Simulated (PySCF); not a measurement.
# Dipole moment and polarisability of HC≡CCF(CH3)2

Species: HC≡CCF(CH3)2, C5H7F.
Numbering: `[CH:1]#[C:2][C:3]([CH3:4])([CH3:5])[F:6]` (hydrogens: H7 on C1; H8, H9, H10 on C4; H11, H12, H13 on C5)

Cartesian coordinates in Å at the GFN2-xTB level; atoms count from 1:
```xyz
13
C5H7F angstrom
C      1.9770   -1.4761    0.4427
C      1.0599   -0.8024    0.0733
C     -0.0496    0.0107   -0.4088
C     -1.3793   -0.5416    0.1006
C      0.1571    1.4763   -0.0321
F     -0.0690   -0.0664   -1.8071
H      2.7773   -2.0634    0.7827
H     -1.3981   -0.5164    1.1868
H     -1.5052   -1.5691   -0.2336
H     -2.1984    0.0576   -0.2905
H      1.0905    1.8385   -0.4575
H     -0.6631    2.0743   -0.4231
H      0.1966    1.5784    1.0489
```

Level: B3LYP/def2-SVPD (PySCF), static field, nuclei fixed, core orbitals frozen in the response. The polarisability tensor in these axes (au):

```
x   66.65 -8.48  4.43
y   -8.48 61.35 -3.58
z    4.43 -3.58 51.96
```

Task: Diagonalise the tensor; give its mean and Δα, where Δα² is half the sum of the squared differences of the eigenvalues.

Result: Principal values 50.50, 55.13 and 74.34 au; mean 59.99 au = 8.89 Å³ = 9.89 × 10⁻⁴⁰ C²·m²/J; Δα = 21.89 au (36 % of the mean).

Task: What is the dipole moment, and where does it point?

Result: (-0.28, 0.34, 1.93) D, 1.98 D in size, pointing from the negative to the positive side. Measured along this direction, the outermost atoms are F6 at the negative end and H8 and H13 at the positive end.

Task: Find the Langevin capture rate constant for O2+ (31.990 u) meeting this molecule (86.053 u), k = 2.342 × 10⁻⁹ cm³/s × √(α in Å³ / reduced mass in u).

Result: The reduced mass is 23.32 u, so k = 1.45 × 10⁻⁹ cm³/s. The formula leaves out the permanent dipole, which adds to the capture rate.

Task: What molar refraction does this α imply?

Result: Lorentz–Lorenz: R = (4π/3)N_A α = 2.5225 cm³/(mol·Å³) × 8.89 Å³ = 22.4 cm³/mol, in the limit of long wavelengths.

Task: Refractivity n − 1 of an ideal gas of it at 273.15 K and 1 atm, from the electronic α?

Result: N = p/kT = 2.6868 × 10¹⁹ cm⁻³, so n − 1 = 2π × N × 8.89 × 10⁻²⁴ cm³ = 1501 × 10⁻⁶ at long wavelengths, for an ideal gas.

Task: In TDDFT the mean static polarisability is Σ f/ω² over all singlet excitations (ω in hartree). How much of it do the 8 lowest give? Their energies (eV) and oscillator strengths: 6.36, 0.0005; 6.84, 0.0022; 7.12, 0.0008; 7.43, 0.0577; 7.68, 0.0347; 8.19, 0.0038; 8.45, 0.0113; 8.56, 0.0003.

Result: They add up to 1.43 au, 2.4 % of the 59.99 au; the largest single term is 0.77 au, from the state at 7.43 eV. Terms in order: 0.01, 0.04, 0.01, 0.77, 0.44, 0.04, 0.12, 0.00 au. Higher excitations give the rest. The strengths listed sum to 0.111.

Geometry: GFN2-xTB; no solvent, vibrations or thermal averaging.
